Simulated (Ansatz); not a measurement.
# AlGe⁺, singlet: the ladder up to full CI

Geometry: a point of a stretch scan, not a stationary point.

```csv
atom,x (Å),y (Å),z (Å)
Ge,0.0000,0.0000,0.0000
Al,0.0000,0.0000,4.9810
```

Basis cc-pVDZ; Ansatz 0.2.0. Only valence electrons are correlated (noble-gas cores and the filled d shells of p-block atoms frozen), which leaves 6 electrons in 26 orbitals. Prefix R: restricted or restricted open-shell reference. No spin–orbit coupling is included, and no scalar relativity.

Full CI is exact within this basis and frozen core; it isn't the basis-set limit.

* UHF ⟨S²⟩: 1.025
* T1 diagnostic (RCCSD): 0.0229
* largest doubles amplitude (RCCSD): 0.208

Q: From what is known of these methods and the diagnostics, rank them by the size of their error in total energy against full CI in cc-pVDZ, smallest first (an estimate: the text doesn't fix the numbers).
A. RCCSD
B. RHF
C. RCCSD(T)
D. RMP2
E. RCCSDT(Q)

A: E (0.32 mEh), C (1.61 mEh), A (3.95 mEh), D (40.59 mEh), B (117.54 mEh).

All errors are against full CI in cc-pVDZ. Within each family the higher level lies nearer, as is usual though not guaranteed.

The full-CI state has the irrep A1 of C2v, in the program's axes (one component, if the state is degenerate).

Natural occupations of full CI about the gap: 1.925 1.886 1.677 0.152 0.152 0.058 0.039 0.039 0.014 0.014; effectively unpaired electrons, Σ n²(2−n)², 0.55.
